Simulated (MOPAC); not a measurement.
MOPAC input (PM6):

```
PM6 1SCF CHARGE=1 GEO-OK AUX(PRECISION=9) THREADS=1
C2H7S

C     1.54226198 1    0.72996162 1    0.05913173 1
C     0.03147153 1    0.87647747 1    0.07696837 1
S    -0.75215962 1   -0.79176236 1   -0.15332890 1
H    -2.03095721 1   -0.51767938 1    0.19283843 1
H    -0.35906008 1    1.29008580 1    1.00363141 1
H    -0.34842124 1    1.44480575 1   -0.77233556 1
H     1.97076533 1    1.73043328 1    0.13310748 1
H     1.90704565 1    0.14971257 1    0.90670344 1
H     1.90018607 1    0.28177778 1   -0.86753168 1
H    -0.44740576 1   -1.34957244 1    1.04024839 1
```

From the last part of the output:

```
                                                       MOPAC v23.2.5 Linux

          FINAL HEAT OF FORMATION =        158.00820 KCAL/MOL =     661.10631 KJ/MOL

          COSMO AREA              =        103.66 SQUARE ANGSTROMS
          COSMO VOLUME            =         88.63 CUBIC ANGSTROMS

          IONIZATION POTENTIAL    =         15.872836 EV
          HOMO LUMO ENERGIES (EV) =        -15.873 -5.866
          NO. OF FILLED LEVELS    =         10
          MOLECULAR WEIGHT        =         63.1373         POINT GROUP:  C1

          MOLECULAR DIMENSIONS (Angstroms)

            Atom       Atom       Distance
            H     7    H     4     4.59036
            H    10    H     6     2.98632
            H     5    H     9     2.67316

          SCF CALCULATIONS        =          1

   ATOM   CHEMICAL          X               Y               Z
  NUMBER   SYMBOL      (ANGSTROMS)     (ANGSTROMS)     (ANGSTROMS)

     1       C          1.54226198  *   0.72996162  *   0.05913173  *
     2       C          0.03147153  *   0.87647747  *   0.07696837  *
     3       S         -0.75215962  *  -0.79176236  *  -0.15332890  *
     4       H         -2.03095721  *  -0.51767938  *   0.19283843  *
     5       H         -0.35906008  *   1.29008580  *   1.00363141  *
     6       H         -0.34842124  *   1.44480575  *  -0.77233556  *
     7       H          1.97076533  *   1.73043328  *   0.13310748  *
     8       H          1.90704565  *   0.14971257  *   0.90670344  *
     9       H          1.90018607  *   0.28177778  *  -0.86753168  *
    10       H         -0.44740576  *  -1.34957244  *   1.04024839  *

                             CARTESIAN COORDINATES

   1    C        1.542261980     0.729961620     0.059131730
   2    C        0.031471530     0.876477470     0.076968370
   3    S       -0.752159620    -0.791762360    -0.153328900
   4    H       -2.030957210    -0.517679380     0.192838430
   5    H       -0.359060080     1.290085800     1.003631410
   6    H       -0.348421240     1.444805750    -0.772335560
   7    H        1.970765330     1.730433280     0.133107480
   8    H        1.907045650     0.149712570     0.906703440
   9    H        1.900186070     0.281777780    -0.867531680
  10    H       -0.447405760    -1.349572440     1.040248390

           Empirical Formula: C2 H7 S  =    10 atoms

      MOLECULAR POINT GROUP   :   C1

                  EIGENVALUES
 -36.41740 -31.48291 -26.64184 -21.50144 -21.12867 -19.93838 -18.72527 -17.72928
 -17.42103 -15.87284  -5.86629  -5.78902  -4.86392  -4.17184  -4.15808  -3.97016
  -2.88057  -2.48234  -1.30643  -0.07032   0.48236   1.18140   1.24466   2.17682

              NET ATOMIC CHARGES AND DIPOLE CONTRIBUTIONS

  ATOM NO.   TYPE          CHARGE      No. of ELECS.   s-Pop       p-Pop       d-Pop
    1          C          -0.454083        4.4541     1.08151     3.37258
    2          C          -0.321338        4.3213     1.12846     3.19288
    3          S           0.493511        5.5065     1.83608     3.46143     0.20899
    4          H           0.161835        0.8382     0.83817
    5          H           0.189502        0.8105     0.81050
    6          H           0.199877        0.8001     0.80012
    7          H           0.207519        0.7925     0.79248
    8          H           0.176198        0.8238     0.82380
    9          H           0.184605        0.8154     0.81540
   10          H           0.162375        0.8376     0.83763
 DIPOLE           X         Y         Z       TOTAL
 POINT-CHG.    -2.323    -1.383     0.777     2.813
 HYBRID        -0.137     0.270     0.270     0.406
 SUM           -2.461    -1.113     1.047     2.896

          ATOMIC ORBITAL ELECTRON POPULATIONS

     Atom    s        px        py        pz      x^2-y^2     xz        z^2       yz        xy
    1  C   1.08151   0.94687   1.22285   1.20286
    2  C   1.12846   1.05807   0.93098   1.20383
    3  S   1.83608   1.01595   1.12596   1.31951   0.06357   0.02261   0.05365   0.04503   0.02413
    4  H   0.83817
    5  H   0.81050
    6  H   0.80012
    7  H   0.79248
    8  H   0.82380
    9  H   0.81540
   10  H   0.83763

 **********************
 *                    *
 * JOB ENDED NORMALLY *
 *                    *
 **********************

 == MOPAC DONE ==
```

The dipole moment of an ion depends on the origin.
